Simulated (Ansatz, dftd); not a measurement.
Species: C4H5, charge 0, doublet. C4H5 (SMILES C=C1[CH]C1, doublet).
B3LYP-D3(BJ)/def2-TZVP minimum from Ansatz (a first-principles code):
```
C
C 1 1.3445
C 1 1.3564 2 151.48
H 2 1.0747 1 149.92 3 0.00
H 3 1.0811 1 121.15 2 180.00
H 3 1.0824 5 118.05 1 -180.00
C 2 1.4870 4 146.10 1 -180.00
H 7 1.0898 2 119.47 4 -73.81
H 7 1.0898 8 113.46 2 -149.46
```
Charge 0, spin multiplicity 2.

Wanted: atomisation energy (electronic, to ground-state atoms), in kJ/mol. Open shells are spin-unrestricted; no spin-orbit coupling. Correlated methods leave the cores frozen. No relativity. Double hybrids freeze cores in their MP2 part. Where a partner has so few electrons that a lower coupled-cluster level is exact, that level stands in. The UHF reference of C4H5 (C=C1[CH]C1, doublet) is spin-contaminated (<S^2> up to 0.19 over the pure value in the sets run).

```tsv
level	program	atomisation energy (kJ/mol)
PBE-D4/def2-TZVPD	Ansatz + dftd4	3858.1
B3LYP-D3(BJ)/def2-TZVPD	Ansatz + dftd3	3735.5
CAM-B3LYP/def2-TZVPD	Ansatz	3727.1
B2PLYP-D3(BJ)/def2-TZVPD	Ansatz + dftd3	3689.8
B2GP-PLYP-D3(BJ)/def2-TZVPD	Ansatz + dftd3	3674.1
MP2/cc-pVDZ	Ansatz	3468.0
MP2/cc-pVTZ	Ansatz	3653.4
CCSDT(Q)/cc-pVDZ	Ansatz	3426.8
```
